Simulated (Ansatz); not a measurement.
`F[SiH2][AlH2]`, 7 atoms. Charge 0, multiplicity 1. All runs use 2 threads of an Arm Neoverse V1 on a shared host. Correlated methods freeze the cores. Open-shell runs search over several starts.

**Question.** Give the basis size and wall time and peak host memory of each of these runs in Ansatz. RHF-CCSD(T)/def2-SVP energy; RKS BHLYP-D4/def2-TZVPP energy; RKS CAM-B3LYP-D4/def2-TZVPP energy; UKS PBE0-D4/def2-TZVPP energy of the cation; RHF-MP2/def2-QZVPP energy; RKS ωB97M-V/def2-SVP energy; direct RPA on PBE orbitals/def2-TZVPP energy; RKS PBE0-D4/def2-TZVP relaxation (6 steps); RKS ωB97M-V/def2-TZVPP energy and forces; UKS ωB97M-V/def2-TZVPP energy of the cation; UHF-MP2/def2-QZVPP energy of the cation; RKS B3LYP-D4/def2-TZVPP energy and forces. (Best estimate.)

**Answer.** The calculation gave: Other jobs shared the machine, so times are rough.

```tsv
level	job	functions	wall time	peak host memory (GiB)
RHF-CCSD(T)/def2-SVP	energy	70	0.95 s	0.34
RKS BHLYP-D4/def2-TZVPP	energy	171	2 s	0.34
RKS CAM-B3LYP-D4/def2-TZVPP	energy	171	2.4 s	0.37
RKS B3LYP-D4/def2-TZVPP	energy and forces	171	2.8 s	0.34
direct RPA on PBE orbitals/def2-TZVPP	energy	171	3.1 s	0.34
RKS ωB97M-V/def2-SVP	energy	70	5 s	0.34
UKS PBE0-D4/def2-TZVPP	energy of the cation	171	5.5 s	0.41
RKS ωB97M-V/def2-TZVPP	energy and forces	171	8.5 s	0.42
RHF-MP2/def2-QZVPP	energy	317	10 s	1
RKS PBE0-D4/def2-TZVP	relaxation (6 steps)	129	14 s	0.22
UKS ωB97M-V/def2-TZVPP	energy of the cation	171	17 s	0.59
UHF-MP2/def2-QZVPP	energy of the cation	317	28 s	1.1
```

B3LYP here is the variant with VWN-RPA as its local correlation; programs differ in this.
